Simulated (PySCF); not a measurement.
Compound: 3-chloropropionamide, C3H6ClNO.
Z-matrix (Å and degrees, PBE0-D3(BJ)/def2-SVP geometry), rows numbered from 1:
```
N 
C   1  1.3572
O   2  1.2141  1  122.86
C   2  1.5198  1  114.96  3   179.37
C   4  1.5116  2  110.90  1   171.56
Cl  5  1.7871  4  110.84  2   177.78
H   1  1.0090  2  122.39  3   179.90
H   1  1.0115  2  118.37  3    -0.89
H   4  1.1023  2  110.25  1    48.88
H   4  1.1033  2  108.96  1   -67.45
H   5  1.0974  4  111.40  2   -62.39
H   5  1.0966  4  110.93  2    57.70
```

Theory: TDDFT CAM-B3LYP/def2-SVPD, vertical, gas phase, core orbitals frozen in the response (PySCF).

Orbital energies (eV): HOMO-3 -10.11, HOMO-2 -9.95, HOMO-1 -9.69, HOMO -9.24, LUMO 0.95, LUMO+1 1.30, LUMO+2 1.59.

Lowest singlets, with some entries withheld (?).

```json
{"state": "S1", "ν̃ (cm⁻¹)": "46420", "f": "?", "main configurations (H = HOMO, L = LUMO)": "H→L+1 (82%)"}
{"state": "S2", "ν̃ (cm⁻¹)": "58430", "f": "?", "main configurations (H = HOMO, L = LUMO)": "H→L (81%)"}
{"state": "S3", "ν̃ (cm⁻¹)": "58930", "f": "?", "main configurations (H = HOMO, L = LUMO)": "H-1→L (79%), H-2→L (8%)"}
{"state": "S4", "ν̃ (cm⁻¹)": "60080", "f": "?", "main configurations (H = HOMO, L = LUMO)": "H-2→L+2 (25%), H-1→L+1 (18%), H→L+2 (10%)"}
{"state": "S5", "ν̃ (cm⁻¹)": "60470", "f": "?", "main configurations (H = HOMO, L = LUMO)": "H-2→L+2 (13%), H→L+2 (13%), H-3→L+2 (13%)"}
{"state": "S6", "ν̃ (cm⁻¹)": "61870", "f": "?", "main configurations (H = HOMO, L = LUMO)": "H-1→L+1 (38%), H-3→L+2 (21%), H→L+3 (8%)"}
{"state": "S7", "ν̃ (cm⁻¹)": "65990", "f": "?", "main configurations (H = HOMO, L = LUMO)": "H→L+3 (38%), H→L+2 (26%)"}
{"state": "S8", "ν̃ (cm⁻¹)": "66270", "f": "?", "main configurations (H = HOMO, L = LUMO)": "H-2→L+3 (34%), H-1→L+3 (21%), H-2→L (19%)"}
{"state": "S9", "ν̃ (cm⁻¹)": "67200", "f": "?", "main configurations (H = HOMO, L = LUMO)": "H-3→L (28%), H-3→L+3 (27%), H→L+2 (13%)"}
{"state": "S10", "ν̃ (cm⁻¹)": "68270", "f": "?", "main configurations (H = HOMO, L = LUMO)": "H-1→L+2 (37%), H-1→L+4 (14%), H-2→L+2 (10%)"}
```

Q: Supply the missing values.

A: 
- S1: f = 0.0001
- S2: f = 0.022
- S3: f = 0.011
- S4: f = 0.013
- S5: f = 0.023
- S6: f = 0.139
- S7: f = 0.011
- S8: f = 0.034
- S9: f = 0.039
- S10: f = 0.0003

Q: Which level carries the most intensity, and what share of the listed sum of f?

A: S6, with f = 0.139 of 0.293, 47%.

Q: How far apart are S2 and S4, in eV and cm⁻¹?

A: 7.448 − 7.244 = 0.204 eV, or about 1650 cm⁻¹.

Q: What is the vertical ionisation energy by ΔSCF at this level?

A: 10.10 eV; −ε(HOMO) is 9.24 eV.

One conformer stands for the species.
